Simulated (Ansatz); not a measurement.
For 2H-SiC, r²SCAN (Ansatz, a program for electronic structure, plane waves, PAW) gives:

| Property | Result |
|---|---|
| lattice constant a | 3.075 Å |
| lattice parameter c | 5.048 Å |
| cohesive energy | 6.44 eV/atom |
| enthalpy of formation | -0.296 eV/atom |

### Question
What does r²SCAN0 in Ansatz (plane waves, PAW) give for the same quantities?

### Answer

- lattice constant a: 3.062 Å (falls by 0.4 %)
- lattice parameter c: 5.023 Å (falls by 0.5 %)
- cohesive energy: 6.36 eV/atom (drops by 0.08 eV/atom)
- formation enthalpy: -0.340 eV/atom (moves by -0.044 eV/atom)

For comparison: lattice constant a 3.076 Å (measured, room temperature, no zero-point or thermal correction; as tabulated in Paulus et al. (1997), arXiv:cond-mat/9701136); lattice parameter c 5.048 Å (measured, room temperature, no zero-point or thermal correction; as tabulated in Paulus et al. (1997), arXiv:cond-mat/9701136).

Changes are worked out from the printed values.

Unless a cell is named, each level is at its own relaxed cell (r²SCAN 10.34, r²SCAN0 10.20 Å³/atom).

Ansatz's density-functional and Hartree–Fock values are scalar-relativistic unless marked +SOC, with PAW data made under PBE.
